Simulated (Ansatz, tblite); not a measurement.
# The cluster Ge₃Cl: rung by rung

One table from this session's results is given with a row withheld; the runs are named, their logs left out.

Method: as each input shows; program: Ansatz 0.2.0, Gaussian basis.

The runs, in order: GFN1-xTB, GFN2-xTB, PBE-D4/def2-TZVP, r2SCAN-D4/def2-TZVP, PBE-QIDH/def2-TZVP, r2SCANh-D4/def2-TZVP, PBE+10HF/def2-SVP, PBE+15HF/def2-SVP, PBE+40HF/def2-SVP, PBE-D4/def2-SVP, PBE0-D4/def2-SVP, HF/STO-3G, HF/6-31G, B3LYP-D4/6-31G, PBE0-D4/def2-TZVPD, PBE-D4/def2-TZVPD, r2SCAN-D4/def2-TZVPD, CCSD(T)/def2-SVP, MP2/def2-TZVP, RPA/def2-TZVP.

2 further runs of the same task are left out: 2 set aside as unsound or not needed. Runs told in other sessions of the task aren't counted.

## The geometry

The doublet was relaxed beforehand with r2SCAN-D4/def2-SVP. At that level it is the lowest of the isomers that a small search found.

4 atoms, charge 0, spin multiplicity 2.

Bond lengths: Ge1–Ge2 2.407 Å, Ge1–Cl4 2.475 Å, Ge2–Ge3 2.406 Å, Ge3–Cl4 2.475 Å. Angles: Ge2–Ge1–Cl4 112.5°, Ge1–Ge2–Ge3 67.7°, Ge2–Ge3–Cl4 112.5°, Ge1–Cl4–Ge3 65.6°.

PBE0-D4/def2-TZVP was run before; its log isn't repeated, and its numbers join the tables.

The first run:

Tight binding, by tblite at 300 K electronic temperature and without a spin-polarisation term:

```python
tblite.interface.Calculator('GFN1-xTB', numbers, positions, charge=0, uhf=1).singlepoint()
```

Tight binding, by tblite at 300 K electronic temperature and without a spin-polarisation term:

```python
tblite.interface.Calculator('GFN2-xTB', numbers, positions, charge=0, uhf=1).singlepoint()
```

start.molden holds the orbitals of an earlier run on this state, given as this run's starting guess.

The input, in.yaml:

```yaml
crystal:
  periodic: [false, false, false]
  atoms:
    - {symbol: Ge, position_ang: [-1.233021, -0.526025, 0.105235]}
    - {symbol: Ge, position_ang: [0.526389, -1.531351, -1.193031]}
    - {symbol: Ge, position_ang: [1.167210, 0.603401, -0.285676]}
    - {symbol: Cl, position_ang: [-0.460579, 1.453975, 1.373482]}
basis:
  gaussian: {orbitals: def2-TZVP, initial_orbitals: start.molden}
magnetization: {spin_polarized: true, initial_magnetization: 1}
hamiltonian: {xc: pbe, dispersion: d4}
scf: {omitted_lower_state_checks: [starts]}
output: {orbitals: {seedname: orbitals}}
```

Launch:

```console
$ ansatz run in.yaml --threads 4 --pin off --events-out ev --progress --plain --max-ram 4787MiB
```

Among the steps run: PBE-D4/def2-TZVP; r2SCAN-D4/def2-TZVP; PBE-QIDH/def2-TZVP; r2SCANh-D4/def2-TZVP; PBE+10HF/def2-SVP; PBE+15HF/def2-SVP; PBE+40HF/def2-SVP; PBE-D4/def2-SVP; PBE0-D4/def2-SVP; HF/STO-3G; HF/6-31G; B3LYP-D4/6-31G; PBE0-D4/def2-TZVPD; PBE-D4/def2-TZVPD; r2SCAN-D4/def2-TZVPD; CCSD(T)/def2-SVP; MP2/def2-TZVP; RPA/def2-TZVP.

One table of the session follows, with a row left open; its other results are not shown here.

It belongs to the step «Levels side by side». 

| level | HOMO (eV) | gap (eV) |
| --- | --- | --- |
| HF/STO-3G | -4.73 | 7.74 |
| HF/6-31G | -7.91 | 6.94 |
| PBE-D4/def2-SVP | -4.92 | 0.65 |
| PBE-D4/def2-TZVP | -4.95 | 0.67 |
| PBE-D4/def2-TZVPD | -4.99 | 0.67 |
| r2SCAN-D4/def2-TZVP | -5.31 | 1.14 |
| r2SCAN-D4/def2-TZVPD | -5.32 | 1.14 |
| r2SCANh-D4/def2-TZVP | -5.65 | 1.74 |
| B3LYP-D4/6-31G | -5.74 | 1.76 |
| PBE0-D4/def2-SVP | -5.90 | 2.26 |
| PBE0-D4/def2-TZVP | -5.90 | 2.29 |
| PBE0-D4/def2-TZVPD | -5.93 | 2.29 |
| PBE+10HF/def2-SVP | -5.31 | 1.29 |
| PBE+15HF/def2-SVP | ? | ? |
| PBE+40HF/def2-SVP | -6.50 | 3.24 |

Q: Estimate the row for PBE+15HF/def2-SVP from the others.

As computed: HOMO (eV): -5.50; gap (eV): 1.61. In the column «HOMO (eV)» it lies between r2SCANh-D4/def2-TZVP (-5.65) and r2SCAN-D4/def2-TZVPD (-5.32).
